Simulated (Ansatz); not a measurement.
Born–Oppenheimer molecular dynamics of H4Si (5 atoms, charge 0, multiplicity 1). It starts from a relaxed structure.

Method: RKS B3LYP-D4/def2-SVP in Ansatz.

```yaml
ensemble: NVT, Nosé–Hoover chain
time_step: 0.5 fs
steps_asked: 250
set_temperature: 3000 K
thermostat: time constant 300 fs, chain length 3
masses: H 2.014 u
seed: 805695
```

First frame:

```xyz
5
Properties=species:S:1:pos:R:3
Si 0.000 0.000 0.000
H 0.000 0.000 1.491
H 1.406 0.000 -0.496
H -0.702 1.217 -0.497
H -0.702 -1.217 -0.497
```

Question: How far do the bonds stretch over the last three quarters of this one trajectory? (Pairs bonded in most of those frames.)

Answer: 
| bond | mean (Å) | spread (Å) | shortest | longest |
| --- | --- | --- | --- | --- |
| Si1–H2 | 1.498 | 0.020 | 1.46 | 1.54 |
| Si1–H3 | 1.504 | 0.033 | 1.44 | 1.58 |
| Si1–H4 | 1.565 | 0.164 | 1.29 | 1.78 |
| Si1–H5 | 1.509 | 0.068 | 1.39 | 1.61 |

Mean temperature of the second half: 1535 K. The conserved energy stayed within 0.82 meV per atom of its start (net change 0.45 meV per atom), so the integration is sound. The mean temperature of the second half is 49 % below the set value. A run of 0.12 ps of so small a system gives no equilibrium averages.

The run took 2.1 min on 1 thread of Arm Neoverse V1 (shared host), peak memory 0.078 GiB.
